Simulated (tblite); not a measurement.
C₂H₃P.
InChI=1S/C2H3P/c1-2-3/h1H3

Method: GFN2-xTB as coded in tblite; computed harmonic values from a numerical Hessian at the method's own geometry, unscaled. This tight-binding method is rough: wavenumbers can miss measured ones by several per cent, in bad cases by 10 to 20.

Harmonic wavenumbers (cm⁻¹): 257.1, 257.2, 828.4, 994.6, 994.7, 1378.1, 1443.2, 1443.3, 1751.6, 2971.1, 2971.2, 2985.0.

A = 159510, B = 5051, C = 5051 MHz; mass 57.997 u (most abundant isotopes); point group C3v, symmetry number 3.

Task: Zero-point energy?

Result: ½Σν̃ = 9138 cm⁻¹ = 109.31 kJ/mol.

Task: Give the ideal-gas entropy at 400 K and 1 bar in the rigid-rotor, harmonic-oscillator model (classical rotation).

Result: Translation 165.60, rotation 86.14, vibration 23.49: S = 275.2 J/(mol K).

Task: And Cp and H(400 K) − H(0)?

Result: Cp = 63.86 J/(mol K), of which vibrations give 30.60 (their classical limit is 12 R = 99.8); H(400 K) − H(0) = 18.91 kJ/mol without the zero-point energy, 5.61 from vibrations.

Task: How do the functions run with temperature in this model?

Result: 
```
 T (K)  S (J/(mol K))  Cp (J/(mol K))  H − H(0) (kJ/mol)  G − H(0) (kJ/mol)  ln q(vib)
   150          224.4            43.8               5.56             -28.10       0.18
   250          248.5            51.1              10.31             -51.82       0.53
298.15          257.8            55.0              12.86             -64.02       0.72
   600          304.2            79.5              33.31            -149.22       2.01
   900          339.9            96.3              59.86            -246.02       3.36
```

q(vib) and H(0) count from the zero-point level.

Task: What must be added to the electronic energy to get the Gibbs energy at 400 K and 1 bar?

Result: ZPE + [H(400 K) − H(0)] − T·S = 109.31 + 18.91 − 110.09 = 18.13 kJ/mol.

Task: Which modes carry the vibrational entropy at 400 K?

Result: 257.1 cm⁻¹: 9.25; 257.2 cm⁻¹: 9.25; 828.4 cm⁻¹: 1.76; 994.6 cm⁻¹: 1.09; 994.7 cm⁻¹: 1.09; 1378.1 cm⁻¹: 0.35 J/(mol K); the other 6 give 0.69 together.

Hindered rotation and anharmonicity are outside this model.
